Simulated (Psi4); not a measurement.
CH$_{2}$, singlet, geometry from GFN2-xTB of the parent state; PBE/def2-SVP (Psi4).

Psi4 was given this input:
```
memory 2 GB

molecule {
0 1
C     0.00386916    0.00066529    0.10150064
H     0.00046091    0.97908788   -0.31139250
H    -0.02367585   -0.98307960   -0.29761136
}

set {
  basis def2-svp
}

energy('pbe')
print_variables()
```

Output, abridged:

```
   => Loading Basis Set <=

    Name: DEF2-SVP
    Role: ORBITAL
    Keyword: BASIS

         ---------------------------------------------------------
                                   SCF
               by Justin Turney, Rob Parrish, Andy Simmonett
                          and Daniel G. A. Smith
                              RKS Reference
         ---------------------------------------------------------

  ==> Geometry <==

    Molecular point group: c2v
    Full point group: C2v

    Geometry (in Angstrom), charge = 0, multiplicity = 1:

       Center              X                  Y                   Z               Mass
    ------------   -----------------  -----------------  -----------------  -----------------
         C            0.000000000000    -0.000000000000     0.058432611496    12.000000000000
         H           -0.000000000000     0.981182159766    -0.347873547259     1.007825032230
         H            0.000000000000    -0.981182159766    -0.347873547259     1.007825032230

  Running in c2v symmetry.

  Rotational constants: A =     59.17068  B =      8.68725  C =      7.57509 [cm^-1]
  Rotational constants: A = 1773892.31193  B = 260437.05538  C = 227095.62065 [MHz]
  Nuclear repulsion =    6.249174946632950

  Charge       = 0
  Multiplicity = 1
  Electrons    = 8
  Nalpha       = 4
  Nbeta        = 4

  ==> Algorithm <==

  SCF Algorithm Type is DF.
  DIIS enabled.
  MOM disabled.
  Fractional occupation disabled.
  Guess Type is SAD.
  Energy threshold   = 1.00e-06
  Density threshold  = 1.00e-06
  Integral threshold = 1.00e-12

  ==> Primary Basis <==

  Basis Set: DEF2-SVP
    Blend: DEF2-SVP
    Number of shells: 12
    Number of basis functions: 24
    Number of Cartesian functions: 25
    Spherical Harmonics?: true
    Max angular momentum: 2

  ==> DFT Potential <==

   => LibXC <=

    Version 7.1.2
    S. Lehtola, C. Steigemann, M. J. T. Oliveira, and M. A. L. Marques,  SoftwareX 7, 1–5 (2018) (10.1016/j.softx.2017.11.002)

   => Composite Functional: PBE <=

    PBE GGA Exchange-Correlation Functional

    J.P. Perdew et. al., Phys. Rev. Lett., 77(18), 3865-3868, 1996

    Deriv               =              1
    GGA                 =           TRUE
    Meta                =          FALSE

    Exchange Hybrid     =          FALSE
    MP2 Hybrid          =          FALSE

   => Exchange Functionals <=

    1.0000     XC_GGA_X_PBE

   => Correlation Functionals <=

    1.0000     XC_GGA_C_PBE

[...]
    NB   [     3,    0,    0,    1 ]

   @DF-RKS iter  91:   -38.93282779386961   -8.31207e-04   1.05948e-02 DIIS/ADIIS
   @DF-RKS iter  92:   -39.00059309525687   -6.77653e-02   7.17677e-03 DIIS/ADIIS
   @DF-RKS iter  93:   -38.99876668039335    1.82641e-03   8.44739e-03 DIIS/ADIIS
    Occupation by irrep:
             A1    A2    B1    B2
    DOCC [     2,    0,    1,    1 ]
    NA   [     2,    0,    1,    1 ]
    NB   [     2,    0,    1,    1 ]

   @DF-RKS iter  94:   -39.00510199143048   -6.33531e-03   1.58293e-03 DIIS/ADIIS
   @DF-RKS iter  95:   -38.93158928597767    7.35127e-02   1.10711e-02 DIIS/ADIIS
   @DF-RKS iter  96:   -38.93210106733007   -5.11781e-04   1.08787e-02 DIIS/ADIIS
   @DF-RKS iter  97:   -38.93237973269588   -2.78665e-04   1.07712e-02 DIIS/ADIIS
   @DF-RKS iter  98:   -38.93203281946047    3.46913e-04   1.09046e-02 DIIS/ADIIS
   @DF-RKS iter  99:   -38.93174693390270    2.85886e-04   1.10135e-02 DIIS/ADIIS
   @DF-RKS iter 100:   -38.93214491569869   -3.97982e-04   1.08620e-02 DIIS/ADIIS

PsiException: Could not converge SCF iterations in 100 iterations.

  Failed to converge.

Traceback (most recent call last):
  File "psi4", line 375, in <module>
  File "<string>", line 23, in <module>
  File "site-packages/psi4/driver/driver.py", line 533, in energy
  File "site-packages/psi4/driver/procrouting/proc.py", line 2760, in run_scf
  File "site-packages/psi4/driver/procrouting/proc.py", line 2047, in scf_helper
  File "site-packages/psi4/driver/procrouting/scf_proc/scf_iterator.py", line 93, in scf_compute_energy
  File "site-packages/psi4/driver/procrouting/scf_proc/scf_iterator.py", line 86, in scf_compute_energy
  File "site-packages/psi4/driver/procrouting/scf_proc/scf_iterator.py", line 609, in scf_iterate

psi4.driver.p4util.exceptions.SCFConvergenceError: Could not converge SCF iterations in 100 iterations.

Printing out the relevant lines from the Psithon --> Python processed input file:
    H     0.00046091    0.97908788   -0.31139250
    H    -0.02367585   -0.98307960   -0.29761136
    """)
    core.IO.set_default_namespace("")
    core.set_global_option("BASIS", "def2-svp")
--> energy('pbe')
    print_variables()

!-------------------------------------------------------!
!                                                       !
!  Could not converge SCF iterations in 100 iterations. !
!                                                       !
!-------------------------------------------------------!
```

The run did not converge; its last values are not results.
